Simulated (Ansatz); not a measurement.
**AlH3 (SMILES [H][Al]([H])[H]): levels of theory compared**

We compute a comparison of 6 runs (SVWN5/6-31G*, UPBE0/6-31G*, RPA@PBE/6-31G*, CCSDTQ/6-31G*, CCSD/6-31G*, FCI/6-31G*) of AlH3. 

The calculation is run with Ansatz 0.2.0.

61 further runs of the same task are left out: 2 that didn't finish, 59 set aside as unsound or not needed.

### 1 The structure to begin with

AlH3: 4 atoms, total charge 0, spin state singlet. As SMILES, `[H][Al]([H])[H]`. The H2–Al1 distance was set to 3.106 Å, away from the relaxed value. At this shape a bond of the SMILES string is far longer than usual.

Bond lengths: Al1–H3 1.553 Å, Al1–H4 1.553 Å. Angles: H3–Al1–H4 120.0°.

### 2 A single-point energy at SVWN5/6-31G(d) (spherical functions) (run 1)

The input, input.yaml:

```yaml
crystal:
  periodic: [false, false, false]
  atoms:
    - symbol: Al
      position_ang: [-1.552714, 0.030481, -0.014570]
    - symbol: H
      position_ang: [1.552650, -0.030520, 0.014610]
    - symbol: H
      position_ang: [-2.302514, 1.390341, -0.033710]
    - symbol: H
      position_ang: [-2.355534, -1.298799, -0.010110]
basis:
  gaussian:
    orbitals: 6-31G_st_-spherical.json
accuracy: high
hamiltonian:
  xc: {name: SVWN5}
```

The basis set 6-31G* is read from a file made from the Basis Set Exchange's data (not shown).

Command:

```bash
$ ansatz run input.yaml --threads 1 --pin off --max-ram 2610MiB --events-out events.jsonl --progress --plain --runs-dir runs
```

The program printed:

```text
Warning: RAYON_NUM_THREADS=1 ignored (pool sized by the plan → 1); use --threads N
Functional definition: SVWN5
  name "SVWN5"
  exchange = slater_x
  correlation = vwn5_c
445 factors; integrals over basis functions are off by at most 3.7e-9 eV
mean field evaluation 1: about -6609.8056 eV, gradient 1.5e1 eV
mean field evaluation 2: about -6603.5567 eV, gradient 2.0e1 eV
mean field evaluation 4: about -6610.8956 eV, gradient 5.7e0 eV
mean field evaluation 8: about -6610.8955 eV, gradient 5.7e0 eV
mean field evaluation 16: about -6611.1766 eV, gradient 3.4e-7 eV
mean field -6611.17657724 eV, -242.9562579972 hartree, gradient 9.6e-9 eV, S^2 0.000000; 0 other end points of the search recorded, 0 dependent functions left out
reference -6611.17658092 eV, -242.9562581325 hartree; 8, 8 occupied and 16, 16 virtual orbitals, 445 factors
Total energy: -6611.17658092 eV, -242.9562581325 hartree
```

Wall time 0.56 s (1 thread of Arm Neoverse V2, shared host).

### 3 A single-point energy at UPBE0/6-31G(d) (spherical functions) (run 2)

input.yaml, as its differences from that of step 2:

```diff
@@ -12,6 +12,5 @@
 basis:
-  gaussian:
-    orbitals: 6-31G_st_-spherical.json
+  gaussian: {orbitals: 6-31G_st_-spherical.json}
+magnetization: {spin_polarized: true, initial_magnetization: 0}
+hamiltonian: {xc: pbe0}
 accuracy: high
-hamiltonian:
-  xc: {name: SVWN5}
```

The basis set 6-31G* is read from a file made from the Basis Set Exchange's data (not shown).

Command:

```bash
$ ansatz run input.yaml --threads 1 --pin off --max-ram 2610MiB --events-out events.jsonl --progress --plain --runs-dir runs
```

The program printed:

```text
Warning: RAYON_NUM_THREADS=1 ignored (pool sized by the plan → 1); use --threads N
Functional definition: PBE0
  name "PBE0"
  parameter a = 0.25
  parameter kappa = 0.804
  parameter beta = 0.06672455060314922
  exchange = (1 - a)*pbe_x(kappa = kappa, mu = beta*pi^2/3) + a*exact_x
  correlation = pbe_c(beta = beta)
445 factors; integrals over basis functions are off by at most 3.7e-9 eV
mean field evaluation 1: about -6636.2912 eV, gradient 9.2e0 eV
mean field evaluation 2: about -6632.8521 eV, gradient 1.4e1 eV
mean field evaluation 4: about -6637.5309 eV, gradient 6.8e-1 eV
mean field evaluation 8: about -6637.5353 eV, gradient 5.5e-3 eV
mean field evaluation 16: about -6637.5353 eV, gradient 3.0e-7 eV
mean field evaluation 32: about -6637.7657 eV, gradient 3.8e-1 eV
mean field -6637.77245594 eV, -243.9336385122 hartree, gradient 8.9e-8 eV, S^2 0.608103; 3 other end points of the search recorded, 0 dependent functions left out
reference -6637.77245902 eV, -243.9336386253 hartree; 8, 8 occupied and 16, 16 virtual orbitals, 445 factors
Total energy: -6637.77245902 eV, -243.9336386253 hartree
```

Run time: 2.9 s. Hardware: 1 thread of Arm Neoverse V2, shared host; peak memory 0.11 GiB.

Run 3 isn't shown in full; the table further down has it.

### 4 The energy at CCSDTQ/6-31G(d) (spherical functions) (run 4)

The input, molecule.yaml:

```yaml
crystal:
  periodic: [false, false, false]
  atoms:
    - {symbol: Al, position_ang: [-1.552714, 0.030481, -0.014570]}
    - {symbol: H, position_ang: [1.552650, -0.030520, 0.014610]}
    - {symbol: H, position_ang: [-2.302514, 1.390341, -0.033710]}
    - {symbol: H, position_ang: [-2.355534, -1.298799, -0.010110]}
basis:
  gaussian:
    orbitals: 6-31G_st_-spherical.json
correlation:
  method: ccsdtq
  frozen_orbitals: {Al: 5, H: 0}
accuracy: high
scf:
  omitted_lower_state_checks: [cluster_reference, increment]
```

The basis set 6-31G* is read from a file made from the Basis Set Exchange's data (not shown).

Command:

```bash
$ ansatz run molecule.yaml --threads 1 --pin off --max-ram 2610MiB --events-out events.jsonl --progress --plain --runs-dir runs
```

The program printed:

```text
Warning: RAYON_NUM_THREADS=1 ignored (pool sized by the plan → 1); use --threads N
Functional definition: HF
  name "HF"
  exchange = exact_x
  correlation = 0
these checks for a lower state are left out or cut short: cluster_reference, increment
445 factors; integrals over basis functions are off by at most 3.7e-9 eV
mean field evaluation 1: about -6623.9678 eV, gradient 1.1e1 eV
mean field evaluation 2: about -6623.9700 eV, gradient 1.1e1 eV
mean field evaluation 4: about -6625.0935 eV, gradient 8.6e-1 eV
mean field evaluation 8: about -6625.0996 eV, gradient 1.4e-4 eV
mean field evaluation 16: about -6625.0470 eV, gradient 3.4e0 eV
mean field -6625.09956344 eV, -243.4679183028 hartree, gradient 1.7e-8 eV, S^2 0.000000; 1 other end points of the search recorded, 0 dependent functions left out; unrestricted orbitals would lower it
5 core orbitals not correlated: weight in the atoms' cores, before any rotation towards them, 1.000 or more for the frozen orbitals, at most 0.000 for the correlated occupied ones
reference -6625.09956344 eV, -243.4679183028 hartree; 3, 3 occupied and 16, 16 virtual orbitals, 445 factors
second order -1.83502309 eV of doubles, -0.00000000 eV of singles
cycle   1  -2.34754092 eV  change   -5.6e-1 eV  update   1.2e-1
cycle   2  -3.03096630 eV  change   -6.8e-1 eV  update   8.1e-2
cycle   3  -3.11580388 eV  change   -8.5e-2 eV  update   2.8e-2
cycle   4  -3.10007802 eV  change    1.6e-2 eV  update   1.1e-2
cycle   5  -3.13080518 eV  change   -3.1e-2 eV  update   4.8e-3
cycle   6  -3.12019115 eV  change    1.1e-2 eV  update   1.9e-3
cycle   7  -3.12002784 eV  change    1.6e-4 eV  update   6.9e-4
cycle   8  -3.12182595 eV  change   -1.8e-3 eV  update   3.1e-4
cycle   9  -3.12127871 eV  change    5.5e-4 eV  update   1.1e-4
cycle  10  -3.12134953 eV  change   -7.1e-5 eV  update   3.2e-5
cycle  11  -3.12135084 eV  change   -1.3e-6 eV  update   1.0e-5
cycle  12  -3.12135137 eV  change   -5.3e-7 eV  update   3.7e-6
cycle  13  -3.12134937 eV  change    2.0e-6 eV  update   1.3e-6
cycle  14  -3.12134968 eV  change   -3.1e-7 eV  update   3.9e-7
cycle  15  -3.12134985 eV  change   -1.7e-7 eV  update   1.7e-7
cycle  16  -3.12135010 eV  change   -2.5e-7 eV  update   7.4e-8
cycle  17  -3.12135005 eV  change    4.6e-8 eV  update   3.9e-8
cycle  18  -3.12134982 eV  change    2.3e-7 eV  update   8.6e-8
cycle  19  -3.12134960 eV  change    2.2e-7 eV  update   4.9e-8
cycle  20  -3.12134954 eV  change    5.7e-8 eV  update   2.0e-8
cycle  21  -3.12134952 eV  change    2.6e-8 eV  update   1.1e-8
cycle  22  -3.12134953 eV  change   -1.5e-8 eV  update   6.6e-9
cycle  23  -3.12134954 eV  change   -7.1e-9 eV  update   4.2e-9
cycle  24  -3.12134953 eV  change    2.4e-9 eV  update   1.9e-9
cycle  25  -3.12134953 eV  change   4.6e-10 eV  update  7.8e-10
cycle  26  -3.12134953 eV  change  -2.4e-10 eV  update  3.3e-10
WARN: these amplitudes may be one of several solutions (largest doubles amplitude 0.46, level shift 0.45 eV)
Total energy: -6628.22091298 eV, -243.5826257824 hartree
Checks for a lower state left out: cluster_reference, increment
```

It took 4.5 s on 1 thread of Arm Neoverse V2, shared host; peak memory 0.11 GiB.

Run 5 isn't shown in full; the table further down has it.

### 5 A single-point energy at FCI/6-31G(d) (spherical functions) (run 6)

The input, run.yaml:

```yaml
crystal:
  periodic: [false, false, false]
  atoms:
    - {symbol: Al, position_ang: [-1.552714, 0.030481, -0.014570]}
    - {symbol: H, position_ang: [1.552650, -0.030520, 0.014610]}
    - {symbol: H, position_ang: [-2.302514, 1.390341, -0.033710]}
    - {symbol: H, position_ang: [-2.355534, -1.298799, -0.010110]}
basis:
  gaussian: {orbitals: 6-31G_st_-spherical.json}
correlation: {method: fci, frozen_orbitals: {Al: 5, H: 0}}
accuracy: high
```

The basis set 6-31G* is read from a file made from the Basis Set Exchange's data (not shown).

Command:

```bash
$ ansatz run run.yaml --threads 1 --pin off --max-ram 2610MiB --events-out events.jsonl --progress --plain --runs-dir runs
```

The program printed:

```text
Warning: RAYON_NUM_THREADS=1 ignored (pool sized by the plan → 1); use --threads N
[... 4 set-up lines as earlier in the session ...]
445 factors; integrals over basis functions are off by at most 3.7e-9 eV
mean field evaluation 1: about -6623.9678 eV, gradient 1.1e1 eV
mean field evaluation 2: about -6623.9700 eV, gradient 1.1e1 eV
mean field evaluation 4: about -6625.0935 eV, gradient 8.6e-1 eV
mean field evaluation 8: about -6625.0996 eV, gradient 1.4e-4 eV
mean field evaluation 16: about -6625.0470 eV, gradient 3.4e0 eV
mean field -6625.09956344 eV, -243.4679183028 hartree, gradient 1.7e-8 eV, S^2 0.000000; 1 other end points of the search recorded, 0 dependent functions left out; unrestricted orbitals would lower it
unrestricted determinant -6626.29454001 eV, -243.5118328816 hartree, S^2 0.8516
5 core orbitals not correlated: weight in the atoms' cores, before any rotation towards them, 1.000 or more for the frozen orbitals, at most 0.000 for the correlated occupied ones
reference -6625.09956344 eV, -243.4679183028 hartree; 3, 3 occupied and 16, 16 virtual orbitals, 445 factors
state -6628.22083576 eV, -243.5826229449 hartree
Total energy: -6628.22083576 eV, -243.5826229449 hartree
```

It took 2.4 s on 1 thread of Arm Neoverse V2, shared host; peak memory 0.14 GiB.

### 6 All runs side by side

| run | level | frozen core orbitals | energy (Eh) | wall time |
| --- | --- | --- | --- | --- |
| 1 | SVWN5/6-31G* (spherical functions) | – | -242.956258 | 0.56 s |
| 2 | UPBE0/6-31G* (spherical functions) | – | -243.933639 | 2.9 s |
| 3 | RPA@PBE/6-31G* (spherical functions) | 5 | -243.628191 | 1.2 s |
| 4 | CCSDTQ/6-31G* (spherical functions) | 5 | -243.582626 | 4.5 s |
| 5 | CCSD/6-31G* (spherical functions) | 5 | -243.577648 | 0.2 s |
| 6 | FCI/6-31G* (spherical functions) | 5 | -243.582623 | 2.4 s |

### 7 Results

```
                                          quantity          value
                               run 6: total energy  -243.58262 Eh
run 6: correlation energy (5 core orbitals frozen)     -114.7 mEh
```

Against full CI in this basis: CCSDTQ -0.0 mEh; CCSD +5.0 mEh. Totals of different functionals can't be ranked against each other. In run 5 the T1 diagnostic is large, so a single reference may not serve. In runs 3, 4, 5 the log says that unrestricted orbitals would lower the reference, so the values rest on an unstable closed-shell determinant (other closed-shell runs at this shape may share the fault). Spin contamination of the reference: run 2 ⟨S²⟩ = 0.61. Where it is this large, the reference is a mixture of spin states, and values that rest on it are in doubt. All runs together took 12 s, the longest 4.5 s.
